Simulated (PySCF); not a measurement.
PySCF input file for C2H5O, SMILES CC[O] (connectivity only; charge and spin as stated), charge -1, multiplicity 1, PBE0/pcSseg-2. The structure is a stationary point at ωB97X-D3(BJ)/def2-SVPD. The multiplicity is an assumed one; other spin states were not compared. The isomer is the one that the SMILES or the coordinates give; other isomers of the formula were not compared.

```python
import numpy as np
from pyscf import gto, scf, dft
from pyscf.prop.nmr import rks as nmr

mol = gto.M(
    atom='''
    C    -0.20565541   -1.17912697    0.00000000
    C     0.48577680    0.21229458    0.00000000
    O    -0.36266859    1.24765689   -0.00000000
    H     0.52693743   -2.01279473   -0.00000001
    H    -0.85033143   -1.27023088   -0.89128989
    H    -0.85033143   -1.27023089    0.89128988
    H     1.19717290    0.18649785    0.89012113
    H     1.19717290    0.18649784   -0.89012113
    ''',
    basis='pcSseg-2',
    charge=-1,
    spin=0,
    max_memory=1600,
    verbose=3,
)
mf = dft.RKS(mol, xc='pbe0').density_fit(auxbasis='def2-universal-jkfit')
mf.grids.level = 3
mf.conv_tol = 1e-10
mf.max_cycle = 100
mf.kernel()
n = nmr.NMR(mf)
n.verbose = 2
n.max_cycle_cphf = 60
sigma = n.kernel()
print('atom   isotropic/ppm   span/ppm')
for i, s in enumerate(sigma):
    w = np.linalg.eigvalsh((s + s.T) / 2)
    print(f'{mol.atom_symbol(i):2s}{i + 1:3d} {w.mean():14.3f} {w[2] - w[0]:11.3f}')
```

Program output:

```
converged SCF energy = -154.303303034616
atom   isotropic/ppm   span/ppm
C   1        151.178      51.771
C   2        102.269      84.971
O   3        179.300     218.664
H   4         30.290       7.196
H   5         30.632       5.980
H   6         30.632       5.980
H   7         25.685      10.064
H   8         25.685      10.064
```

The run converged.
